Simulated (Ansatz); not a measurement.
Relaxing NaRe₄Ir

Computed with DFT PBE, scalar-relativistic, plane waves, PAW (Ansatz 0.2.0). Cutoff 420 eV, Γ-centred k mesh, Gaussian smearing, no spin polarisation in the final step.

The start puts NaRe₄Ir on the sites of a reported HoCdCu4 cell (F-43m, No. 216), with Na in place of Ho, Ir in place of Cd, Re in place of Cu, at a guessed volume.

```xyz
6
Lattice="0.0000 3.4964 3.4964 3.4964 0.0000 3.4964 3.4964 3.4964 0.0000" Properties=species:S:1:pos:R:3 pbc="T T T"
Na    1.7482    1.7482    1.7482
Re    2.6169    4.3759    2.6169
Re    2.6169    2.6169    4.3759
Re    4.3759    4.3759    4.3759
Re    4.3759    2.6169    2.6169
Ir    0.0000    0.0000    0.0000
```

Steps on the 4×4×4 mesh (6 atoms). 4 of 5 steps are shown, and the free energy counts from the last. Trial steps that were taken back and renewals of the plane-wave basis can be among the rows.

| step | ΔF (meV/atom) | V (Å³/atom) | P (GPa) | largest force component (eV/Å) |
| --- | --- | --- | --- | --- |
| 1 | 275.0 | 14.25 | 45.11 | 0.791 |
| 2 | 2.6 | 16.44 | -0.59 | 0.157 |
| 3 | 2.0 | 16.44 | -0.56 | 0.064 |
| 5 | 0.0 | 16.40 | -0.07 | 0.002 |

A final relaxation ran on a 10×10×10 mesh. The relaxed crystal, F-43m (No. 216):

```cif
data_structure
_symmetry_space_group_name_H-M 'F-43m'
_symmetry_Int_Tables_number 216
_cell_length_a 7.3264
_cell_length_b 7.3264
_cell_length_c 7.3264
_cell_angle_alpha 90.000
_cell_angle_beta 90.000
_cell_angle_gamma 90.000
_cell_volume 393.26
loop_
_atom_site_label
_atom_site_type_symbol
_atom_site_symmetry_multiplicity
_atom_site_Wyckoff_symbol
_atom_site_fract_x
_atom_site_fract_y
_atom_site_fract_z
_atom_site_occupancy
Na1 Na 4 d 0.25000 0.25000 0.75000 1
Re1 Re 16 e 0.87608 0.37608 0.87608 1
Ir1 Ir 4 a 0.00000 0.00000 0.00000 1
```

* Volume per atom: 16.39 Å³
* Density: 16.22 g/cm³
* Energy over the elements: 0.67 eV/atom
* Gap on the 10×10×10 mesh: 0 eV (a metal)

Formation energies are uncorrected and refer to the elements' standard structures at the same level.

The final run used a 10×10×10 mesh on its 6-atom cell and 0.10 eV smearing. For metals, differences of a few meV/atom aren't resolved. Spin–orbit coupling is left out.

Symmetry constrained the relaxation, so the result can be a saddle point.

Cost: 3 runs of about 2 core-minutes in all, on Arm Neoverse V2 (shared hosts).